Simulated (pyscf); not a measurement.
## Hydrogen shift: •H₂C–CH₂–GeH₃ (SMILES [CH2][CH2][GeH3]) → H₃C–CH•–GeH₃ (SMILES C[CH][GeH3])

Gas phase, doublet surface, charge 0. Bonds broken: C5–H7. Bonds formed: C6–H7. Optimised with ωB97X-D3(BJ)/def2-SVP in PySCF.

Transition state (Å):

```xyz
10

Ge     0.6292     0.0684    -1.2014
H      0.1193     0.4068    -2.6182
H      1.8592     0.9516    -0.9186
H      1.0385    -1.4124    -1.1612
C     -0.7064     0.4264     0.1407
C     -1.0044     1.8129     0.6103
H     -0.2765     0.9284     1.2408
H     -1.4727    -0.3229     0.3635
H     -0.3939     2.6454     0.2506
H     -1.9676     2.0354     1.0770
```

One imaginary mode, 1898i cm⁻¹; descent along it reached the two sides named.

```csv
bond,change,reactant side (Å),saddle,product side
C5–H7,breaks,1.103,1.283,2.160
C6–H7,forms,2.154,1.308,1.107
```

Electronic energies relative to the reactant's lowest minimum found (kcal/mol):

```tsv
level	barrier	reaction energy	reverse barrier
ωB97X-D3(BJ)/def2-TZVP	41.0	-0.5	41.6
PBE/def2-TZVP	37.0	-0.2	37.2
r²SCAN/def2-TZVP	40.2	-0.4	40.6
B3LYP-D3(BJ)/def2-TZVP	41.2	-0.2	41.4
PBE0-D3(BJ)/def2-TZVP	39.7	-0.3	40.0
M06-2X/def2-TZVP	40.6	-0.1	40.7
ωB97M-D3(BJ)/def2-TZVP	40.3	-0.3	40.6
HF/def2-TZVP	50.8	-1.7	52.5
```

With ωB97M-D3(BJ)/def2-TZVP energies and thermal terms (ideal gas, 1 atm, RRHO with modes under 100 cm⁻¹ raised to 100, one conformer, R ln 2 for chiral ones without a mode under 150 cm⁻¹), in kcal/mol:

```csv
T (K),ΔH‡,ΔG‡,ΔH,ΔG
298,37.9,38.2,+0.2,-0.2
600,37.5,38.7,0.0,-0.6
900,37.2,39.4,-0.1,-0.9
1200,36.8,40.2,-0.2,-1.1
```

The same reactants have a lower exit, to GeH₃• + H₂C=CH₂ (barrier +15.0 kcal/mol at ωB97M-D3(BJ)/def2-TZVP, against +40.3 kcal/mol here). •H₂C–CH₂–GeH₃ lies 25.0 kcal/mol over its isomer H₃C–GeH•–CH₃ (electronic energy, ωB97M-D3(BJ)/def2-TZVP). H₃C–CH•–GeH₃ lies 24.7 kcal/mol over its isomer H₃C–GeH•–CH₃ (electronic energy, ωB97M-D3(BJ)/def2-TZVP). One saddle was located; it need not be the lowest between these sides. Elements up to Kr have no core potential and no relativistic terms here.
